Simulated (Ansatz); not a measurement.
# Nudged elastic band run: C₂H₃F

The input (input.yaml):

```yaml
crystal:
  periodic: [false, false, false]
  atoms:
    - { symbol: C, position_ang: [-0.538381, 0.076739, -0.444541] }
    - { symbol: C, position_ang: [0.494534, -0.024677, 0.380575] }
    - { symbol: F, position_ang: [0.970195, -1.192804, 0.798966] }
    - { symbol: H, position_ang: [-1.051184, -0.810203, -0.822048] }
    - { symbol: H, position_ang: [-0.88386, 1.063546, -0.753181] }
    - { symbol: H, position_ang: [1.050696, 0.823399, 0.793929] }
basis:
  gaussian: { orbitals: def2-SVP }
hamiltonian:
  xc: pbe0
neb:
  order_check: false
  images: 2
  f_tol: 0.05
  max_iterations: 60
  climbing: true
  final_atoms:
    - { symbol: C, position_ang: [-0.53864972, 0.0769737, -0.44475794] }
    - { symbol: C, position_ang: [0.49420687, -0.02408772, 0.38029315] }
    - { symbol: F, position_ang: [0.97031219, -1.19204512, 0.79909435] }
    - { symbol: H, position_ang: [-0.88506103, 1.06318718, -0.75419118] }
    - { symbol: H, position_ang: [-1.04997711, -0.81149591, -0.82097687] }
    - { symbol: H, position_ang: [1.0511688, 0.82346787, 0.79423848] }
  initial_path:
    images:
      - { positions_ang: [[-0.538381, 0.076739, -0.444541], [0.494534, -0.024677, 0.380575], [0.970195, -1.192804, 0.798966], [-1.051184, -0.810203, -0.822048], [-0.88386, 1.063546, -0.753181], [1.050696, 0.823399, 0.793929]] }
      - { positions_ang: [[-0.53210364, 0.06175404, -0.41552635], [0.45951484, -0.02242284, 0.41229802], [1.22635691, -1.04351472, 0.43488127], [-1.29521737, -0.575704, -0.46294719], [-0.59829658, 0.82673913, -1.14074944], [0.78174584, 0.68914839, 1.12574369]] }
      - { positions_ang: [[-0.53219321, 0.06183227, -0.41559866], [0.4594058, -0.02222642, 0.41220407], [1.22639598, -1.04326176, 0.43492405], [-1.23984305, 0.04875939, -0.44032825], [-0.65366895, 0.20172516, -1.16334806], [0.78190344, 0.68917135, 1.12584685]] }
      - { positions_ang: [[-0.53864972, 0.0769737, -0.44475794], [0.49420687, -0.02408772, 0.38029315], [0.97031219, -1.19204512, 0.79909435], [-0.88506103, 1.06318718, -0.75419118], [-1.04997711, -0.81149591, -0.82097687], [1.0511688, 0.82346787, 0.79423848]] }
```

Command:

```bash
$ ansatz run input.yaml --threads 1 --pin off --max-ram 2048MiB --backend cpu --events-out ev --progress --plain --runs-dir out
```

Output, in part (warnings, iteration lines, the closing report on the highest movable image, with atoms numbered from 0):

```
NEB end point (image 0): max|allowed force component| = 6.357e-3 eV/Å (the criterion of neb.relax_end_points is 1.000e-2)
NEB end point (image 3): max|allowed force component| = 1.349e-2 eV/Å (the criterion of neb.relax_end_points is 1.000e-2)
NEB iter   1: max|band force component| = 4.692e1 eV/Å  barrier→ = 13.8770 eV  barrier← = 13.8770 eV  Δτ_max = 0.1944 Å  (91 SCF iters)
NEB iter   2: max|band force component| = 7.691e0 eV/Å  barrier→ = 4.6218 eV  barrier← = 4.6218 eV  Δτ_max = 0.1315 Å  (56 SCF iters)
NEB iter   3: max|band force component| = 4.072e0 eV/Å  barrier→ = 2.7188 eV  barrier← = 2.7188 eV  Δτ_max = 0.1456 Å  (56 SCF iters)
NEB iter   4: max|band force component| = 1.158e0 eV/Å  barrier→ = 1.9781 eV  barrier← = 1.9781 eV  Δτ_max = 0.0985 Å  (52 SCF iters)
NEB iter   5: max|band force component| = 1.308e0 eV/Å  barrier→ = 1.8413 eV  barrier← = 1.8413 eV  CI = image 1  Δτ_max = 0.1944 Å  (48 SCF iters)
NEB iter   6: max|band force component| = 1.648e0 eV/Å  barrier→ = 3.1839 eV  barrier← = 3.1839 eV  CI = image 1  Δτ_max = 0.1140 Å  (55 SCF iters)
NEB iter   7: max|band force component| = 1.743e0 eV/Å  barrier→ = 3.8196 eV  barrier← = 3.8196 eV  CI = image 1  Δτ_max = 0.1935 Å  (61 SCF iters)
NEB iter   8: max|band force component| = 1.950e0 eV/Å  barrier→ = 2.6475 eV  barrier← = 2.6476 eV  CI = image 1  Δτ_max = 0.1015 Å  (62 SCF iters)
NEB iter   9: max|band force component| = 1.680e0 eV/Å  barrier→ = 3.0355 eV  barrier← = 3.0355 eV  CI = image 1  Δτ_max = 0.1034 Å  (54 SCF iters)
NEB iter  10: max|band force component| = 2.108e0 eV/Å  barrier→ = 3.5188 eV  barrier← = 3.5188 eV  CI = image 1  Δτ_max = 0.0508 Å  (53 SCF iters)
NEB iter  11: max|band force component| = 1.908e0 eV/Å  barrier→ = 3.5773 eV  barrier← = 3.5773 eV  CI = image 1  Δτ_max = 0.1002 Å  (55 SCF iters)
NEB iter  12: max|band force component| = 1.754e0 eV/Å  barrier→ = 4.0181 eV  barrier← = 4.0181 eV  CI = image 1  Δτ_max = 0.1979 Å  (66 SCF iters)
NEB iter  13: max|band force component| = 1.736e0 eV/Å  barrier→ = 2.5545 eV  barrier← = 2.5545 eV  CI = image 1  Δτ_max = 0.0998 Å  (60 SCF iters)
NEB iter  14: max|band force component| = 1.473e0 eV/Å  barrier→ = 3.0050 eV  barrier← = 3.0050 eV  CI = image 1  Δτ_max = 0.0977 Å  (54 SCF iters)
NEB iter  15: max|band force component| = 1.872e0 eV/Å  barrier→ = 3.4510 eV  barrier← = 3.4510 eV  CI = image 1  Δτ_max = 0.0496 Å  (55 SCF iters)
NEB iter  16: max|band force component| = 1.818e0 eV/Å  barrier→ = 3.6438 eV  barrier← = 3.6438 eV  CI = image 1  Δτ_max = 0.0940 Å  (55 SCF iters)
NEB iter  17: max|band force component| = 1.647e0 eV/Å  barrier→ = 3.7269 eV  barrier← = 3.7270 eV  CI = image 1  Δτ_max = 0.1978 Å  (59 SCF iters)
NEB iter  18: max|band force component| = 1.302e0 eV/Å  barrier→ = 3.6648 eV  barrier← = 3.6648 eV  CI = image 1  Δτ_max = 0.1085 Å  (60 SCF iters)
NEB iter  19: max|band force component| = 1.003e0 eV/Å  barrier→ = 3.6695 eV  barrier← = 3.6696 eV  CI = image 1  Δτ_max = 0.0718 Å  (55 SCF iters)
NEB iter  20: max|band force component| = 3.744e-1 eV/Å  barrier→ = 3.6244 eV  barrier← = 3.6244 eV  CI = image 1  Δτ_max = 0.0254 Å  (55 SCF iters)
NEB iter  21: max|band force component| = 3.766e-1 eV/Å  barrier→ = 3.6185 eV  barrier← = 3.6185 eV  CI = image 1  Δτ_max = 0.0127 Å  (56 SCF iters)
NEB iter  22: max|band force component| = 3.110e-1 eV/Å  barrier→ = 3.6159 eV  barrier← = 3.6159 eV  CI = image 1  Δτ_max = 0.0158 Å  (51 SCF iters)
NEB iter  23: max|band force component| = 1.700e-1 eV/Å  barrier→ = 3.6153 eV  barrier← = 3.6153 eV  CI = image 1  Δτ_max = 0.0043 Å  (53 SCF iters)
NEB iter  24: max|band force component| = 7.752e-2 eV/Å  barrier→ = 3.6146 eV  barrier← = 3.6146 eV  CI = image 1  Δτ_max = 0.0076 Å  (47 SCF iters)
NEB iter  25: max|band force component| = 7.210e-2 eV/Å  barrier→ = 3.6140 eV  barrier← = 3.6140 eV  CI = image 1  Δτ_max = 0.0082 Å  (54 SCF iters)
NEB iter  26: max|band force component| = 8.471e-2 eV/Å  barrier→ = 3.6136 eV  barrier← = 3.6136 eV  CI = image 1  Δτ_max = 0.0138 Å  (51 SCF iters)
NEB iter  27: max|band force component| = 7.607e-2 eV/Å  barrier→ = 3.6129 eV  barrier← = 3.6129 eV  CI = image 1  Δτ_max = 0.0139 Å  (53 SCF iters)
NEB iter  28: max|band force component| = 6.209e-2 eV/Å  barrier→ = 3.6120 eV  barrier← = 3.6121 eV  CI = image 1  Δτ_max = 0.0176 Å  (53 SCF iters)
NEB iter  29: max|band force component| = 6.437e-2 eV/Å  barrier→ = 3.6110 eV  barrier← = 3.6110 eV  CI = image 1  Δτ_max = 0.0163 Å  (54 SCF iters)
NEB iter  30: max|band force component| = 4.704e-2 eV/Å  barrier→ = 3.6098 eV  barrier← = 3.6098 eV  CI = image 1  Δτ_max = 0.0184 Å  (53 SCF iters)
NEB iter  31: max|band force component| = 7.559e-2 eV/Å  barrier→ = 3.6086 eV  barrier← = 3.6086 eV  CI = image 1  Δτ_max = 0.0209 Å  (27 SCF iters)
NEB iter  32: max|band force component| = 5.105e-2 eV/Å  barrier→ = 3.6073 eV  barrier← = 3.6073 eV  CI = image 1  Δτ_max = 0.0173 Å  (53 SCF iters)
NEB iter  33: max|band force component| = 7.429e-2 eV/Å  barrier→ = 3.6058 eV  barrier← = 3.6058 eV  CI = image 1  Δτ_max = 0.0087 Å  (52 SCF iters)
NEB iter  34: max|band force component| = 6.297e-2 eV/Å  barrier→ = 3.6049 eV  barrier← = 3.6049 eV  CI = image 1  Δτ_max = 0.0173 Å  (49 SCF iters)
NEB iter  35: max|band force component| = 6.174e-2 eV/Å  barrier→ = 3.6033 eV  barrier← = 3.6033 eV  CI = image 1  Δτ_max = 0.0228 Å  (53 SCF iters)
NEB iter  36: max|band force component| = 6.479e-2 eV/Å  barrier→ = 3.6009 eV  barrier← = 3.6009 eV  CI = image 1  Δτ_max = 0.0294 Å  (51 SCF iters)
NEB iter  37: max|band force component| = 7.818e-2 eV/Å  barrier→ = 3.5977 eV  barrier← = 3.5977 eV  CI = image 1  Δτ_max = 0.0253 Å  (51 SCF iters)
NEB iter  38: max|band force component| = 9.474e-2 eV/Å  barrier→ = 3.5951 eV  barrier← = 3.5951 eV  CI = image 1  Δτ_max = 0.0240 Å  (52 SCF iters)
NEB iter  39: max|band force component| = 1.076e-1 eV/Å  barrier→ = 3.5928 eV  barrier← = 3.5928 eV  CI = image 1  Δτ_max = 0.0347 Å  (51 SCF iters)
NEB iter  40: max|band force component| = 9.377e-2 eV/Å  barrier→ = 3.5894 eV  barrier← = 3.5894 eV  CI = image 1  Δτ_max = 0.0218 Å  (50 SCF iters)
NEB iter  41: max|band force component| = 1.292e-1 eV/Å  barrier→ = 3.5884 eV  barrier← = 3.5884 eV  CI = image 1  Δτ_max = 0.0109 Å  (51 SCF iters)
NEB iter  42: max|band force component| = 9.550e-2 eV/Å  barrier→ = 3.5899 eV  barrier← = 3.5899 eV  CI = image 1  Δτ_max = 0.0088 Å  (49 SCF iters)
NEB iter  43: max|band force component| = 8.627e-2 eV/Å  barrier→ = 3.5903 eV  barrier← = 3.5904 eV  CI = image 1  Δτ_max = 0.0078 Å  (48 SCF iters)
NEB iter  44: max|band force component| = 5.925e-2 eV/Å  barrier→ = 3.5898 eV  barrier← = 3.5898 eV  CI = image 1  Δτ_max = 0.0031 Å  (45 SCF iters)
NEB iter  45: max|band force component| = 3.967e-2 eV/Å  barrier→ = 3.5898 eV  barrier← = 3.5898 eV  CI = image 1  Δτ_max = 0.0000 Å  (93 SCF iters)
Total energy: -4826.33163566 eV, -177.3644162053 hartree
Atom 0 at    -0.552073    -0.411606    -0.623724 Å, force     0.031530    -0.021388     0.001378 eV/Å
Atom 1 at     0.407920    -0.135549     0.299637 Å, force    -0.039049     0.019938    -0.016365 eV/Å
Atom 2 at     1.550485    -0.794705     0.331124 Å, force     0.019115    -0.019056     0.001607 eV/Å
Atom 3 at    -1.586783    -0.132654    -0.366231 Å, force    -0.010622     0.006772     0.006647 eV/Å
Atom 4 at    -0.275615     0.741527    -0.751930 Å, force    -0.000121     0.011136     0.012701 eV/Å
Atom 5 at     0.498066     0.668986     1.064824 Å, force    -0.000853     0.002598    -0.005968 eV/Å
Dipole moment:    -0.051746     0.542826     0.426012 e Å
```

The run converged. The band force fell under the threshold earlier too, but the program's further tests of the path sent the band on. Neighbouring images differ by up to 3.6 eV, so the band resolves the path poorly. The order of the stationary point at the top wasn't checked. So few images can step over the top or miss a turn of the path.

Final band (atoms are numbered from 1 in the order of the input):

| image | path coordinate (Å) | energy (eV) | dihedral H5–C1–C2–F3 (°) |
| --- | --- | --- | --- |
| 0 | 0.00 | 0.00 | -180 |
| 1 | 1.66 | 3.59 | -122 |
| 2 | 2.52 | 1.55 | -60 |
| 3 | 3.38 | 0.00 | 0 |

The run took 2.1 min on 1 thread of Intel(R) Xeon(R) Platinum 8488C (Sapphire Rapids), with other jobs on the host, peak memory 0.12 GiB.
